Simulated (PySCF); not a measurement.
Gas-phase reaction: 5 H2SiO + H2O2 ⇌ 3 H3SiOH + 2 SiO2

Computed with PySCF and rigid-rotor harmonic-oscillator thermochemistry at 1 bar. S°(298 K) at PBE0/def2-TZVP differs from the NASA 1993 table for H2O2 (-8 J/mol/K); whether the harmonic model or the table's entry is off was not settled. † marks an energy on the PBE0/def2-TZVP geometry and frequencies; other levels use their own. CCSD(T) freezes the core. 6-31G* has spherical d functions here. All species are closed-shell singlets. B3LYP is the form with VWN-RPA correlation. No R ln 2 is added for the mirror-image form of H2O2. H2SiO, H3SiOH: computed as isolated molecules; such fragments, hydroxides, amides, oligomers or adducts are transient or little studied in the gas. CCSD(T) isn't extrapolated to the basis-set limit; its ΔH°(298 K) is -731.8 kJ in def2-SVP and -768.2 kJ in def2-TZVPP. The harmonic model lacks anharmonicity and excited electronic states, which grow with temperature; levels with a mode under 35 cm⁻¹ are left out. Internal rotation in H2O2, H3SiOH is treated as a harmonic vibration of one conformer, which makes the entropy rough. Warning, large T1 diagnostic: H2SiO, SiO2 (CCSD(T)/def2-TZVPP†).

```
level                ΔE electronic, kJ  ΔH°(298 K), kJ  ΔS°(298 K), J/K  ΔG°(1600 K), kJ
-------------------  -----------------  --------------  ---------------  ---------------
B3LYP/6-31G*                      -696            -674             -168             -430
B3LYP/def2-TZVP†                  -756            -734             -166             -492
BLYP/def2-TZVP†                   -717            -694             -166             -453
CCSD(T)/def2-TZVPP†               -791            -768             -166             -527
HF/6-31G*                         -768            -750             -167             -510
M06-2X/def2-TZVP†                 -815            -792             -166             -551
PBE/def2-SVP                      -731            -707             -171             -457
PBE0/def2-SVP†                    -770            -748             -166             -506
r2SCAN/def2-TZVP†                 -796            -773             -166             -532
ωB97X-V/def2-TZVP†                -783            -761             -166             -519
```
ΔH° is lowest at M06-2X/def2-TZVP† and highest at B3LYP/6-31G*. No reference value is set beside these.
